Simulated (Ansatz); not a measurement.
# C₃H₆N radical: up Jacob's ladder to CCSD(T)

The task here is to estimate one member of a computed series from the others.

Program: Ansatz 0.2.0, Gaussian basis. Level of theory: functionals in def2-TZVPP, the program's frozen cores in correlated methods. These are calculated values, not measurements.

Plan: LDA (SPW92), PBE-D4, revPBE-D4, BLYP-D4, r2SCAN-D4, B97M-V, PBE0-D4, B3LYP-D4, r2SCANh-D4, r2SCAN0-D4, HSE06-D4, BHLYP-D4, CAM-B3LYP-D4, LC-ωPBE, ωB97X-V, ωB97M-V, B2PLYP, PBE-QIDH; CCSD(T)/def2-SVP; CCSD(T)/def2-TZVPP; MP2/def2-QZVPP; extrapolation to the limit; RPA on PBE.

## Structure used throughout

An earlier PBE0-D4 in a triple-zeta def2 set relaxation fixed the geometry.

SMILES `C=C[N]C`, 10 atoms, charge 0, spin multiplicity 2.

Atoms are counted from 1 here; the program's logs count them from 0.

Bond lengths: C1–C2 1.387 Å, C1–H5 1.083 Å, C1–H6 1.082 Å, C2–N3 1.307 Å, C2–H7 1.099 Å, N3–C4 1.430 Å, C4–H8 1.096 Å, C4–H9 1.100 Å, C4–H10 1.096 Å. Angles: C2–C1–H5 119.7°, C2–C1–H6 121.1°, H5–C1–H6 119.2°, C1–C2–N3 121.6°, C1–C2–H7 118.2°, N3–C2–H7 120.2°, C2–N3–C4 117.0°, N3–C4–H8 109.2°, N3–C4–H9 114.3°, N3–C4–H10 109.3°, H8–C4–H9 108.9°, H8–C4–H10 106.0°, H9–C4–H10 108.8°.

Set-up of the first run:

File in.yaml:

```yaml
crystal:
  periodic: [false, false, false]
  atoms:
    - {symbol: C, position_ang: [-0.942272, 1.415647, -1.014021]}
    - {symbol: C, position_ang: [-0.066464, 0.623715, -0.286965]}
    - {symbol: N, position_ang: [-0.374733, -0.598008, 0.059361]}
    - {symbol: C, position_ang: [0.601669, -1.327722, 0.808003]}
    - {symbol: H, position_ang: [-1.907179, 1.020531, -1.305662]}
    - {symbol: H, position_ang: [-0.678519, 2.426052, -1.296928]}
    - {symbol: H, position_ang: [0.905732, 1.049897, -0.003437]}
    - {symbol: H, position_ang: [0.854959, -2.248110, 0.270487]}
    - {symbol: H, position_ang: [1.526433, -0.768296, 1.011299]}
    - {symbol: H, position_ang: [0.163474, -1.645005, 1.760761]}
basis:
  gaussian: {orbitals: def2-TZVPP}
magnetization: {spin_polarized: true, initial_magnetization: 1}
hamiltonian: {xc: lda}
output: {orbitals: {seedname: orbitals}}
```

Launch:

```
$ ansatz run in.yaml --threads 4 --pin off --events-out ev --progress --plain --max-ram 10444MiB
```

Steps of the session up to this table: LDA; PBE-D4 (GGA); revPBE-D4 (GGA); BLYP-D4 (GGA); r2SCAN-D4 (meta-GGA); B97M-V (meta-GGA); B3LYP-D4 (hybrid); r2SCANh-D4 (hybrid); r2SCAN0-D4 (hybrid); HSE06-D4 (hybrid); BHLYP-D4 (hybrid); CAM-B3LYP-D4 (range-separated); LC-ωPBE (range-separated); ωB97X-V (range-separated); ωB97M-V (range-separated); B2PLYP (double hybrid); PBE-QIDH (double hybrid).

One table of the session follows, with a row left open; its other results are not shown here.

It belongs to the step «Orbital energies across the functionals». 

| functional | HOMO (eV) | LUMO (eV) | gap (eV) |
| --- | --- | --- | --- |
| LDA (SPW92) | -5.21 | -4.17 | 1.04 |
| PBE-D4 | -5.20 | -3.72 | 1.48 |
| revPBE-D4 | ? | ? | ? |
| BLYP-D4 | -5.02 | -3.64 | 1.37 |
| r2SCAN-D4 | -5.64 | -3.14 | 2.50 |
| B97M-V | -5.47 | -3.33 | 2.14 |
| PBE0-D4 | -6.50 | -2.49 | 4.01 |
| B3LYP-D4 | -6.19 | -2.86 | 3.32 |
| r2SCANh-D4 | -6.13 | -2.70 | 3.43 |
| r2SCAN0-D4 | -6.88 | -2.03 | 4.85 |
| HSE06-D4 | -6.10 | -2.88 | 3.21 |
| BHLYP-D4 | -7.66 | -1.20 | 6.46 |
| CAM-B3LYP-D4 | -7.77 | -1.41 | 6.36 |
| LC-ωPBE | -9.23 | -0.07 | 9.17 |
| ωB97X-V | -8.67 | -0.42 | 8.25 |
| ωB97M-V | -8.47 | -0.56 | 7.91 |

Estimate the missing values for revPBE-D4.

The run gave: HOMO (eV): -5.16; LUMO (eV): -3.60; gap (eV): 1.56. In the column «HOMO (eV)» it lies between PBE-D4 (-5.20) and BLYP-D4 (-5.02).
